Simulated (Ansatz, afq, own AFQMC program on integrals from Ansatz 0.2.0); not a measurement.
AFQMC on a folder of integrals that Ansatz 0.2.0 wrote.

```yaml
crystal:
  periodic: [false, false, false]
  atoms:
    - {symbol: Si, position_ang: [0.000000, 0.000000, 1.132129]}
    - {symbol: Al, position_ang: [0.000000, 0.000000, -1.045871]}
    - {symbol: H, position_ang: [0.000000, 1.405470, -1.774521]}
    - {symbol: H, position_ang: [0.000000, -1.405470, -1.774521]}
basis:
  gaussian: {orbitals: cc-pVDZ}
magnetization: {spin_polarized: true, initial_magnetization: 3}
correlation: {method: ccsd_t, electrons: outside_noble_gas, hamiltonian_folder: ham}
```

```sh
$ ansatz run in.yaml --threads 1 --pin off --events-out ev --progress --plain --max-ram 1382MiB
```

afq runs on the folder ham with

```
--method phaseless --trial cisd --walkers 60 --populations 1 --least-time 40 --time-step 0.005 --steps-per-block 50 --equilibration-blocks 28 --max-blocks 300 --target-error 0.00036 --factor-cut 1e-05 --start spin_pure --seed 6303 --release-times 0.24,0.51,0.99,1.62,2.4 --release-step 0.03 --release-every 4 --taylor-order 6
```

Times are imaginary, in 1/Eh. The walk had a cap of 1002 s.

Output of the walk:

```
orbitals 36  electrons 6 3  factors 271 of 451
reference energy -531.91560125 Eh
CCSD correlation -0.14935481 Eh in 11 cycles, weight of the determinant in the CISD state 0.8826
energy of the start -532.064923 Eh
 block  time / (1/Eh)  mean weight  energy / Eh
     1     0.250  0.9990  -532.063273
     2     0.500  1.0019  -532.063688
     3     0.750  1.0002  -532.064409
     4     1.000  1.0017  -532.065281
     5     1.250  1.0005  -532.066021
     7     1.750  0.9992  -532.067000
     9     2.250  0.9992  -532.067228
    13     3.250  1.0000  -532.069840
    21     5.250  1.0008  -532.071589
    29     7.250  1.0006  -532.068108
    37     9.250  0.9989  -532.072138
    45    11.250  1.0005  -532.070804
    53    13.250  1.0004  -532.068727
    61    15.250  1.0008  -532.069319
    69    17.250  0.9984  -532.068148
    77    19.250  1.0012  -532.069479
    85    21.250  0.9994  -532.070325
    93    23.250  0.9982  -532.071318
   101    25.250  1.0012  -532.072633
   109    27.250  1.0002  -532.071617
   117    29.250  1.0001  -532.069242
   125    31.250  1.0002  -532.074741
   133    33.250  0.9989  -532.067514
   141    35.250  1.0009  -532.072046
   149    37.250  0.9990  -532.066821
   157    39.250  0.9981  -532.072921
   165    41.250  1.0011  -532.068784
   173    43.250  1.0015  -532.069461
   181    45.250  1.0008  -532.068668
   185    46.250  1.0001  -532.071951
blocks merged  error / Eh  count
     1  0.000133  160
     2  0.000165  80
     4  0.000200  40
     8  0.000195  20
    16  0.000203  10
released: time / (1/Eh)  energy / Eh  error  mean overlap
  0.24  -532.070502  0.000314  1.0009
  0.51  -532.070468  0.000226  0.9980
  0.99  -532.070465  0.000284  1.0043
  1.62  -532.070667  0.000322  1.0017
  2.40  -532.070363  0.000362  1.0438
energy -532.070288 +/- 0.000200 Eh
(rows thinned)
```

The run passed its tests (sampling time, drift between the halves within three errors, error under three times the target), which doesn't prove that it has relaxed.

Against this walk (error 5.5 meV) on the same determinant: CCSD(T) 37.1 meV higher, CCSDT(Q) 0.8 meV higher (within the noise). The error is statistical and leaves out the bias of the constraint. Released to 2.40 1/Eh the energy moves by -2 ± 11 meV (both errors), within twice the noise.

Cautions: constraint bias not in the error; lower spins were not checked.

The walk took 3.7 min on 1 thread of Arm Neoverse V1, on a shared host. The log's last line is the phaseless energy.

CCSDT and higher add their correlation energy to the determinant of the CCSD(T) run, since their own runs factorise the integrals more tightly (a shift of under 2 meV). A walk keeps the symmetry of its determinant, which the program's search chose and which needn't be the lowest solution, so a lower state of the same spin and another symmetry isn't excluded.
